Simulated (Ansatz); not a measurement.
Saddle point of SiNH5F, doublet (SiH₃F ([F][SiH3]) + NH₂ → SiH₂F ([F][SiH2]) + NH₃; bonds formed: H1–N4; bonds broken: H1–Si2), PBE0-D4/def2-TZVP structure:

```
atom    x (Å)    y (Å)    z (Å)
  H1   0.4415  -0.0445   0.3291
 Si2  -0.8049   0.8730   0.0191
  F3  -1.3117   0.5267  -1.4621
  N4   1.4991  -1.1625   0.3306
  H5  -0.4318   2.3092   0.0556
  H6  -1.9153   0.5890   0.9631
  H7   0.8436  -1.9430   0.4438
  H8   1.6795  -1.1479  -0.6792
```

Energies are electronic, without zero-point energy. Barriers and step energies count from the start structure reached by relaxing down the imaginary mode; all methods use the PBE0-D4 structures, on which another method's saddle can fall below an end. Ansatz 0.2.0; basis: def2-TZVPP, with def2-QZVPP for the basis limit; cores frozen in the correlated methods; orbitals are unrestricted. B3LYP uses VWN-RPA correlation. Extrapolation: Hartree–Fock as exp(−7.88 √X), correlation as X^−2.97.

```csv
method,barrier (kcal/mol),step energy (kcal/mol)
SPW92,?,-26.70
PBE-D4,-0.19,-20.43
BLYP-D4,1.81,-16.97
r2SCAN-D4,4.49,-15.71
B97M-V,5.70,-14.22
PBE0-D4,4.72,-17.04
B3LYP-D4,5.31,-14.98
r2SCAN0-D4,7.46,-13.90
BHLYP-D4,?,-10.54
CAM-B3LYP-D4,6.98,-14.64
wB97X-V,7.81,-13.56
wB97M-V,8.44,-13.98
B2PLYP,?,-14.72
PBE-QIDH,8.56,-15.48
RPA on PBE,10.45,-11.26
HF,19.68,-2.39
MP2,10.54,-17.66
CCSD,10.91,-12.00
CCSD(T),9.48,-13.30
```

Problem. Fill in the withheld barriers. (Judge from chemistry; the value comes from the calculation.)

Solution. Computed: BHLYP-D4 10.42; SPW92 -6.42; B2PLYP 7.49 kcal/mol. Each is the energy of the saddle less that of the start structure, by the same method.

For comparison, the barrier by CCSD(T) at an estimated basis limit (MP2 extrapolated from triple and quadruple zeta, plus CCSD(T) − MP2 in triple zeta) is 8.82 kcal/mol.

The T1 diagnostic stays at or below 0.018. ⟨S²⟩ of the unrestricted Hartree–Fock references: 0.75 to 0.77 (a pure state has 0.75).

Radical steps of this kind take place in plasma deposition and etching.

Labels in which every atom is bracketed show which atoms are joined, not bond orders.

For scale, one of the runs: CCSD(T)/def2-TZVPP, 174 basis functions, launched by `ansatz run in.yaml --threads 4 --pin off --events-out ev --progress --plain --max-ram 9574MiB`. Time: 26 s of wall clock on 4 CPU threads of an Intel Xeon 6975P-C; the host was shared. Peak host memory: 4.2 GiB.
